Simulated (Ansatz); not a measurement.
BH4PS, SMILES `PBS`, relaxed with RKS PBE0-D4/def2-TZVP in the Gaussian-basis code of Ansatz from a PBE-D4/def2-SVP geometry. The force threshold is 0.005 eV/Å; the program also tests the step.

The species carries charge 0 and has multiplicity 1.

Start:

```xyz
7

P    -0.343    0.224    1.300
B     0.266   -0.701   -0.248
S     1.201   -0.007   -1.603
H    -0.781    1.457    0.708
H    -1.640   -0.380    1.407
H     0.168   -1.910   -0.288
H     1.128    1.318   -1.276
```

**Question.** How much energy does the relaxation release, and in how many steps? (Estimate.)

**Answer.** The calculation gave: 0.52 kcal/mol, in 6 steps.

**Question.** Which bonds change most? (Estimate.)

**Answer.** The calculation gave: S3–H7 from 1.367 to 1.346 Å; B2–H6 from 1.214 to 1.194 Å; P1–H4 from 1.436 to 1.416 Å; P1–H5 from 1.434 to 1.415 Å.

**Question.** Give the relaxed structure. (Best estimate.)

**Answer.** Computed: 
```xyz
7

P    -0.343    0.227    1.284
B     0.268   -0.703   -0.246
S     1.185    0.001   -1.590
H    -0.775    1.437    0.691
H    -1.619   -0.373    1.402
H     0.163   -1.891   -0.288
H     1.121    1.302   -1.253
```
